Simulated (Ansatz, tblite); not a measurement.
Bond stretch in OH, doublet. Each curve is given relative to its own lowest point between 0.81 and 1.21 Å, where full CI is lowest.

| R / Å | A | B | C |
|---|---|---|---|
| 0.70 | 333.6 | 374.1 | 366.6 |
| 0.76 | 161.8 | 194.0 | 188.8 |
| 0.81 | 78.1 | 100.9 | 97.2 |
| 0.84 | 45.9 | 63.2 | 60.2 |
| 0.88 | 18.4 | 29.1 | 27.0 |
| 0.92 | 4.1 | 9.5 | 8.2 |
| 0.95 | 0.0 | 2.2 | 1.6 |
| 0.98 | 0.2 | 0.0 | 0.0 |
| 1.01 | 3.8 | 1.9 | 2.6 |
| 1.04 | 10.1 | 7.1 | 8.5 |
| 1.10 | 28.6 | 24.9 | 27.8 |
| 1.15 | 48.2 | 44.9 | 49.5 |
| 1.21 | 74.9 | 72.6 | 79.5 |
| 1.31 | 123.7 | 122.9 | 134.7 |
| 1.42 | 179.9 | 178.2 | 197.0 |
| 1.56 | 250.3 | 241.9 | 270.3 |
| 1.71 | 320.2 | 297.8 | 329.6 |
| 1.89 | 393.4 | — | 373.9 |
| 2.15 | 476.9 | — | 407.3 |
| 2.40 | 534.7 | — | 422.5 |
| 2.79 | 591.1 | — | 432.3 |
| 3.31 | — | — | 435.8 |

Energies in kJ/mol.

Q: Which curve belongs to which method? The methods are GFN2-xTB, 300 K electronic temperature in tblite 0.5.0; Ansatz (an electronic-structure program) with CCSDT(Q)/B on ROHF/aug-cc-pVDZ, frozen core; unrestricted PBE0/aug-cc-pVDZ in Ansatz.

A: A is GFN2-xTB; B is ROCCSDT(Q); C is UKS-PBE0.

A dash means that the run gave no value there, or that the column was ended at a point which the program doubted or which failed a test of continuity chosen for this set; such a test can also cut sound points.

The unrestricted determinant behind UKS-PBE0 is spin-contaminated at 1.56 to 3.31 Å (<S²> up to 1.7, against 0.75 for a pure doublet). The T1 diagnostic of CCSD on the restricted reference of ROCCSDT(Q) exceeds 0.045 at 1.71 to 1.89 Å.
